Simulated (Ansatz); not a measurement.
Tl, hcp: how the functional moves the structure

All rows: Ansatz, plane waves with scalar-relativistic PAW, 420 eV (500 eV for the SCAN forms), relaxed under each functional, no dispersion correction, no zero-point motion. B₀ comes from uniform scaling at fixed shape; a dash is a value not given.

The measured cell (COD entry 9008518) has a = 3.438 Å, c = 5.478 Å (c/a = 1.593), 28.04 Å³/atom.

```csv
functional,V (Å³/atom),cell,B₀ (GPa),magnetic state
PBE,31.49,"a = 3.590 Å, c = 5.642 Å (c/a = 1.571)",27,spin not included
r²SCAN,30.17,"a = 3.539 Å, c = 5.562 Å (c/a = 1.572)",32,spin not included
PBEsol,28.59,"a = 3.459 Å, c = 5.518 Å (c/a = 1.595)",37,spin not included
LDA,27.27,"a = 3.401 Å, c = 5.443 Å (c/a = 1.600)",43,spin not included
revPBE,33.09,"a = 3.659 Å, c = 5.708 Å (c/a = 1.560)",22,spin not included
RPBE,33.83,"a = 3.690 Å, c = 5.738 Å (c/a = 1.555)",20,spin not included
BLYP,35.61,"a = 3.778 Å, c = 5.761 Å (c/a = 1.525)",18,spin not included
```

LDA gives the smallest volume and BLYP the largest.

Some functionals expand this cell far past the measured one.
